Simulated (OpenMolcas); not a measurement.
## How methods differ on HBS (hydrogen boron sulfide)

The species is HBS (3 atoms), meant as a singlet with charge 0. SMILES: `B=S`. The shape is that of a PBE0-D4/def2-TZVP optimisation.

```tsv
atom	x (Å)	y (Å)	z (Å)
B	-0.0387	-0.0146	0.1348
S	0.3992	0.1476	-1.3933
H	-0.3605	-0.1331	1.2585
```

Quantity: the energy change with the B1–S2 bond stretched from 1.598 to 2.796 Å, in eV. The values are calculated.

| level | kind | program | value (eV) | less FCI/STO-3G | CPU time (all runs) |
| --- | --- | --- | --- | --- | --- |
| HF/STO-3G (restricted) | Hartree–Fock | OpenMolcas | 8.31 | +0.02 | 5 s |
| PBE/STO-3G (restricted) | GGA | OpenMolcas | 9.20 | +0.91 | 11 s |
| r2SCAN/STO-3G (restricted) | meta-GGA | OpenMolcas | 9.60 | +1.31 | 13 s |
| B3LYP/STO-3G (restricted) | global hybrid | OpenMolcas | 9.32 | +1.03 | 10 s |
| B2PLYP/STO-3G (restricted) | double hybrid | OpenMolcas | 9.76 | +1.47 | 9.7 s |
| CASPT2(2,2)/STO-3G | multireference | OpenMolcas | 9.71 | +1.42 | 6 s |
| CASSCF(2,2)/STO-3G | multireference | OpenMolcas | 8.55 | +0.26 | 7.2 s |
| CISD/STO-3G (restricted) | coupled cluster or CI | OpenMolcas | 8.65 | +0.36 | 5.7 s |
| FCI/STO-3G | exact in the basis | OpenMolcas | 8.29 | 0.00 | 8.8 s |

FCI/STO-3G is exact within its basis and frozen core, so for wave-function methods in that basis the difference is their error; functionals converge differently with the basis, so for them it is only a difference. The first shape isn't each level's own minimum. The values span 8.29 to 9.76 eV. All rows use very small basis sets, so none should be taken for the real molecule's value. Times are those of the runs behind each value, whatever else they computed, on shared processors of several kinds: orders of magnitude only.
